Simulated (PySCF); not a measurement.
# `C=C/C=C/C=S`, C5H6S

Molfile (atoms numbered from 1):
```
C5H6S
     RDKit          3D

 12 11  0  0  0  0  0  0  0  0999 V2000
   -2.4682   -0.1145    0.0638 C   0  0  0  0  0  0  0  0  0  0  0  0
   -1.2770    0.4804   -0.0314 C   0  0  0  0  0  0  0  0  0  0  0  0
   -0.0358   -0.2325    0.0260 C   0  0  0  0  0  0  0  0  0  0  0  0
    1.1771    0.3613   -0.0696 C   0  0  0  0  0  0  0  0  0  0  0  0
    2.3969   -0.3543   -0.0115 C   0  0  0  0  0  0  0  0  0  0  0  0
    3.8676    0.3508   -0.1262 S   0  0  0  0  0  0  0  0  0  0  0  0
   -3.3885    0.4415    0.0178 H   0  0  0  0  0  0  0  0  0  0  0  0
   -2.5557   -1.1813    0.1911 H   0  0  0  0  0  0  0  0  0  0  0  0
   -1.2137    1.5532   -0.1591 H   0  0  0  0  0  0  0  0  0  0  0  0
   -0.0927   -1.3066    0.1538 H   0  0  0  0  0  0  0  0  0  0  0  0
    1.2481    1.4334   -0.1976 H   0  0  0  0  0  0  0  0  0  0  0  0
    2.3431   -1.4320    0.1169 H   0  0  0  0  0  0  0  0  0  0  0  0
  1  2  2  0
  2  3  1  0
  3  4  2  0
  4  5  1  0
  5  6  2  0
  1  7  1  0
  1  8  1  0
  2  9  1  0
  3 10  1  0
  4 11  1  0
  5 12  1  0
M  END
```

Level of theory: PySCF 2.14.0, TDDFT B3LYP/aug-cc-pVDZ excited states, vertical, gas phase. Geometry: GFN2-xTB.

(1) How strongly do the lowest singlets absorb one photon, and two photons of half the energy?

Answers

(1) δ for parallel linear polarisation; σ at the peak of a Lorentzian of half width 0.1 eV, single beam; Ω is circular over linear.
| state | E (eV) | f | photon λ (nm) | δ (au) | σ (GM) | Ω | main |
| --- | --- | --- | --- | --- | --- | --- | --- |
| S1 | 1.90 | 0.000 | 1307 | 0.54 | 0.00 | 1.50 | HOMO→LUMO 0.99 |
| S2 | 4.05 | 0.929 | 613 | 441 | 2.65 | 0.56 | HOMO−1→LUMO 0.96 |
| S3 | 4.66 | 0.000 | 532 | 2.76 | 0.02 | 1.50 | HOMO→LUMO+1 0.95 |
| S4 | 5.23 | 0.003 | 474 | 1930 | 19.33 | 0.78 | HOMO−2→LUMO 0.40, HOMO→LUMO+2 0.28 |
| S5 | 5.26 | 0.053 | 472 | 663 | 6.71 | 0.57 | HOMO→LUMO+2 0.40, HOMO−2→LUMO 0.24 |

Among these, the strongest one-photon state is S2, the strongest two-photon state S4, with a dipole change of 4.7 D (relaxed, norm of the difference vector).
